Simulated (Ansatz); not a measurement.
# Worked example: correlation energy of GeH2, triplet

Geometry: that of the GeH2⁻, doublet, kept fixed.

```yaml
atoms:
  - { symbol: Ge, position_ang: [0.0000, -0.0307, 0.0000] }
  - { symbol: H, position_ang: [0.0000, 1.1080, -1.1584] }
  - { symbol: H, position_ang: [0.0000, 1.1080, 1.1584] }
```

Basis aug-cc-pVDZ; Ansatz 0.2.0. Only valence electrons are correlated (noble-gas cores and the filled d shells of p-block atoms frozen), which leaves 6 electrons in 40 orbitals. R marks a restricted (for open shells ROHF) determinant. No spin–orbit coupling is included, and no scalar relativity.

Full CI is exact within this basis and frozen core; it isn't the basis-set limit.

Runs differ by some tens of microhartree through their thresholds and, for an open shell, their frozen cores, so steps under 0.03 kcal/mol mean nothing.

```csv
level,total energy (hartree)
RHF,-2076.408435
RMP2,-2076.484827
RCCSD,-2076.508013
RCCSD(T),-2076.510517
RCCSDT,-2076.511292
RCCSDT(Q),-2076.511345
RCCSDTQ,-2076.511357
full CI,-2076.511325
```

Task: What is the correlation energy at full CI, and what share of it do RMP2 and RCCSD recover?

Result: E(corr) = -2076.511325 − (-2076.408435) = -0.102890 hartree = -2.800 eV. RMP2: -0.076392 / -0.102890 = 74.25 %. RCCSD: -0.099578 / -0.102890 = 96.78 %.

Task: By how many kcal/mol does RCCSD(T) miss full CI (1 hartree = 627.509 kcal/mol), and which steps make up the rest?

Result: -2076.510517 − (-2076.511325) = 0.000808 hartree = 0.51 kcal/mol. Steps: RCCSDT − RCCSD(T) = -0.49, RCCSDT(Q) − RCCSDT = -0.03, RCCSDTQ − RCCSDT(Q) = -0.01, full CI − RCCSDTQ = 0.02 kcal/mol. That is within 1 kcal/mol of the reference in this basis, which itself misses far more of the correlation at the basis-set limit.
